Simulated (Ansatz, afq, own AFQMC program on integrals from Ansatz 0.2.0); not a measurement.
Al$_{2}$, triplet in cc-pVDZ along one coordinate

| atom | x (Å) | y (Å) | z (Å) |
| --- | --- | --- | --- |
| Al | 0.0000 | 0.0000 | 0.0000 |
| Al | 0.0000 | 0.0000 | 2.4788 |

The Al1–Al2 distance is changed with both sides rigid. Energies in eV count from this geometry (2.479 Å) at the same level; the start stands on UHF, each point on the determinant named.

Basis cc-pVDZ. Noble-gas cores (and the filled d shells of Ga–Kr and In–Xe) are frozen. Ansatz 0.2.0 and our own AFQMC program on the same integrals; the CISD trial comes from CCSD amplitudes, and released means the phaseless constraint is let go. Error bars are statistical, one sigma.

Cautions, each for one point or more: (T) is large; a spin-contaminated unrestricted determinant lies lower; an unrestricted solution with more broken spin lies lower; cluster runs in doubt by the program's own checks; lower spins were not checked; strong correlation.

| r(Al1–Al2) / Å | det. | T1 | weight | ⟨S²⟩ | wB97M-V | CCSD | CCSD(T) |
| --- | --- | --- | --- | --- | --- | --- | --- |
| 1.958 | ROHF | 0.027 | 0.86 | pure | 1.812 | 1.931 | 1.927 |
| 3.098 | UHF† | 0.024 | 0.86 | 2.04 | 0.050 | 0.001 | 0.073 |
| 3.911 | UHF | 0.054 | 0.83 | 2.03 | 0.780 | 0.665 | 0.773 |
| 5.503 | UHF | 0.015 | 0.88 | 2.03 | 1.196 | 0.939 | 1.094 |
| 8.271 | UHF | 0.014 | 0.88 | 2.03 | 1.246 | 0.973 | 1.130 |

(1) Estimate the curve of full CI, counted from the same start.

## Answers

(1) 
```tsv
r(Al1–Al2) / Å	det.	T1	weight	⟨S²⟩	FCI	ph-AFQMC/CISD	CCSDT(Q)
1.958	ROHF	0.027	0.86	pure	1.941	1.926 ± 0.006	1.941
3.098	UHF†	0.024	0.86	2.04	0.090	0.078 ± 0.005	0.088
3.911	UHF	0.054	0.83	2.03	0.693	0.774 ± 0.005	0.695
5.503	UHF	0.015	0.88	2.03	1.124	1.108 ± 0.004	1.139
8.271	UHF	0.014	0.88	2.03	1.185	1.147 ± 0.004	1.183
```

Weight is that of the determinant in the CISD state; at the start T1 is 0.032 and the weight 0.85, and ⟨S²⟩ is 2.04. A dagger marks points whose determinant fills other symmetries than the start's, so the wave-function levels may follow another state there, or a degenerate partner. Symmetry can't show for every point that it stays on the start's state. Largest departures from full CI: CCSD(T) 0.080 eV at 3.911 (on UHF), ph-AFQMC/CISD 0.081 eV at 3.911 (on UHF), CCSDT(Q) 0.016 eV at 5.503 (on UHF), CCSD -0.213 eV at 8.271 (on UHF). The functionals aren't scored here. In this small basis the wave-function levels are far from their limit, so their gap to the functionals isn't the functionals' error. In total energy ph-AFQMC/CISD lies 53 ± 4 meV above full CI at the start, so its agreement along the curve rests in part on cancellation.

CCSDT and higher add their correlation energy to the determinant of the CCSD(T) run, since their own runs factorise the integrals more tightly (a shift of under 2 meV). A walk keeps the symmetry of its determinant, which the program's search chose and which needn't be the lowest solution, so a lower state of the same spin and another symmetry isn't excluded.
